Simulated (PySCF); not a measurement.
## Structure from 2D NMR

Compound of formula C4H7N. Correlations simulated from computed shifts and couplings:

HSQC (one-bond C–H):
| δH | δC | 1J(C,H) (Hz) |
| --- | --- | --- |
| 4.63 | 45.3 | 137 |
| 2.03 | 67.2 | 272 |
| 1.24 | 26.3 | 136 |

COSY cross peaks (|J| ≥ 2 Hz):
| δH | δH | abs. J (Hz) | bonds |
| --- | --- | --- | --- |
| 4.63 | 2.03 | 3.5 | 4 |
| 4.63 | 1.24 | 7.1 | 3 |

HMBC (two and three bonds, |J| ≥ 2.5 Hz):
| δH | δC [abs. J in Hz] |
| --- | --- |
| 4.63 | 86.0 [8.2], 67.2 [4.0], 26.3 [3.1] |
| 2.03 | 86.0 [51.1], 45.3 [3.7] |
| 1.24 | 86.0 [6.4], 45.3 [3.6] |

Carbons without hydrogens: δ 86.0.

Computational details: σ from GIAO-KT2/pcSseg-2, geometry: PBE0-D3(BJ)/def2-SVP, couplings computed with B3LYP/pcJ-1 (spin–dipole term only in couplings to heteroatoms), in PySCF 2.14.0 with density-fitted response routines (averaged over atoms made equivalent by symmetry, fast rotation or ring inversion, no relativistic terms, in vacuum, one conformer).

Chemical shifts δ = σref − σ; 1H and 13C against TMS, all at this level.

Exchangeable hydrogens are left out of these lists, and C,H couplings along chains are those of one rotamer, so weak HMBC peaks may be missing or extra.

Work out the connectivity.

Results:

SMILES C#C[C@@H](C)N.

Numbering as in the mapped SMILES `[CH:1]#[C:2][C@@H:3]([CH3:4])[NH2:5]`. Each H is labelled by its parent atom.

- δC 86.0 is C2, an alkyne carbon.
- δC 67.2 is C1, a terminal alkyne carbon (δH 2.03).
- δC 45.3 is C3, a propargylic sp3 CH bonded to N (δH 4.63).
- δC 26.3 is C4, a methyl carbon (δH 1.24).
- HMBC from δH 4.63 reaches the proton-free carbon C2.
- HMBC from δH 2.03 reaches the proton-free carbon C2.
- HMBC from δH 1.24 reaches the proton-free carbon C2.
- COSY links 4.63–2.03, 4.63–1.24.

The OH or NH signal is concentration- and solvent-dependent in practice; the value given is the gas-phase one. Unscaled 3J(H,H) at this level run about 10 % above measured values. Shifts are as computed. Against solution values, carbons near 30 ppm lie about +3 ppm off and those near 130 ppm about -1 ppm. Of 1211 compounds with measured shifts, 218 miss one by over three times the rms of a fit or turn the order of signals round; such compounds aren't used in these exercises.
